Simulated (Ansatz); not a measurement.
Consider Ag in the fcc (Cu type) structure (space group Fm-3m, No. 225; a = 4.105 Å).

Calculations: Ansatz (a quantum-chemistry and plane-wave program), r2SCAN, PAW, cutoff 500 eV, without spin-orbit coupling.

One thing is altered: Cu takes the place of Ag on all its sites; the structure is relaxed again.

Measured lattice parameter a: Ag 4.062 Å (static lattice; corrected from measurement; as listed in Daniel Mejia-Rodriguez, S. B. Trickey, Phys. Rev. B (2018)); Cu 3.595 Å (static lattice; corrected from measurement; as listed in Gábor I. Csonka et al., Physical Review B (2009)).

### Question
How well does r2SCAN reproduce the measured shift?

### Answer
With r2SCAN the lattice parameter a moves by -0.528 Å (4.105 → 3.577) against -0.467 Å measured.

Stability against distortions was not tested. All final runs are without spin polarisation.
